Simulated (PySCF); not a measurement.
**A small calculation by hand: entropy of an ideal gas**

CH3F, SMILES CF (connectivity only; charge and spin as stated), charge +1, multiplicity 2.

Coordinates come from a B3LYP-D3(BJ)/def2-TZVP optimisation. The spin state was assumed, not searched.

B3LYP-D3(BJ)/def2-TZVP run with PySCF gives the harmonic wavenumbers 766, 963, 991, 1071, 1304, 1459, 2155, 2522, 3184 cm⁻¹ and the rotational temperatures 7.2687, 1.3933, 1.3021 K. The molar mass is 34.03 g/mol, the symmetry number 1, the spin multiplicity 2.

Problem. Work out the entropy at 298.15 K and 1 atm in the rigid-rotor, harmonic-oscillator model.

Solution. 
Translation (Sackur–Tetrode at 1 atm): S = R[1.5 ln M + 2.5 ln T − 1.16487] = 152.7 J/(mol K).
Rotation: q = (√π/σ) T^1.5/√(θA θB θC) = 2510, S = R[ln q + 3/2] = 77.6 J/(mol K).
Vibration: with u = 1.4388 ν/T, each mode gives R[u/(e^u − 1) − ln(1 − e^−u)]:
```csv
ν (cm⁻¹),modes,u,S (J/(mol K))
766,1,3.70,0.99
963,1,4.65,0.45
991,1,4.78,0.41
1071,1,5.17,0.29
1304,1,6.29,0.11
1459,1,7.04,0.06
```
The stiffer modes add less than 0.005 each. Sum 2.3 J/(mol K).
Spin: R ln 2 = 5.8 J/(mol K).
Total 238.4 J/(mol K); the program's own thermochemistry gives 238.4. Translation makes up 64 % and vibration 1 %. Anharmonicity, hindered rotation and orbital degeneracy are left out.
